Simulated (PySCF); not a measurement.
## NaP⁺ from Hartree–Fock to correlated methods

State: ⁴Σ⁻ (quartet), unpaired electrons σ ↑, π ↑↑. Set-up: Na def2-SVP, P def2-SVP; no relativity (PySCF 2.14). De refers to Na⁺ + P in their high-spin ground configurations, without counterpoise correction. The functionals are run spin-unrestricted. A positive dipole points towards P; it is taken about the centre of mass and depends on that origin.

| Level | Re (Å) | ωe (cm⁻¹) | De (eV) | μ (D) |
| --- | --- | --- | --- | --- |
| UHF | 3.202 | 110 | 0.209 | -7.36 |
| UHF-MP2 | 3.169 | 118 | 0.236 | n/a |
| UHF-SCS-MP2 | 3.179 | 116 | 0.228 | n/a |
| UHF-CCSD | 3.162 | 120 | 0.241 | n/a |
| UHF-CCSD(T) | 3.158 | 121 | 0.245 | n/a |
| PBE | 3.115 | 122 | 0.308 | -6.77 |
| PBEsol | 3.105 | 123 | 0.305 | -6.75 |
| BP86 | 3.178 | 112 | 0.255 | -7.05 |
| r²SCAN | 3.139 | 117 | 0.247 | -7.06 |
| PBE0 | 3.119 | 120 | 0.268 | -6.94 |
| M06 | 3.173 | 105 | 0.262 | -7.05 |
| LC-ωPBE | 3.129 | 117 | 0.234 | -7.11 |

Question: Which functional lies closest to UHF-CCSD(T) in De, which farthest, and by how much do they differ from it?

Answer: Closest is r²SCAN (-1.9 pm in Re, -3.3 % in ωe, +0.00 eV in De against UHF-CCSD(T) in the same basis), farthest PBE (-4.3 pm in Re, +0.8 % in ωe, +0.06 eV in De). CCSD(T) converges more slowly with the basis than the functionals do and binds too weakly in this one, so the order can change at the basis-set limit.

Question: What does a quarter of exact exchange do here, going from PBE to PBE0?

Answer: PBE0 less PBE: +0.4 pm in Re, -1.6 % in ωe, -0.04 eV in De. Exact exchange removes part of the self-interaction that spreads semilocal densities, and in most molecules shortens and stiffens the bond and lowers De; here Re and ωe go the other way.

Question: What does second-order correlation do here, going from UHF to UHF-MP2?

Answer: UHF-MP2 less UHF: -3.3 pm in Re, +7.3 % in ωe, +0.03 eV in De. Correlation nearly always deepens the well. The bond shortens, as in weak, metallic or heavy-atom bonds, where dispersion and the correlation of outer-core electrons pull the atoms together.

Correlated steps freeze 6 core orbitals. The bond is weak. Basis-set superposition, not corrected here, can be much of De in a small basis, most of all at correlated wavefunction levels. For an ion De counts to the pair picked by the measured ionisation energies or electron affinities, which need not be the lowest pair at this level. The state is the lowest determinant that a PBE0 search found; another state may lie lower at other levels.
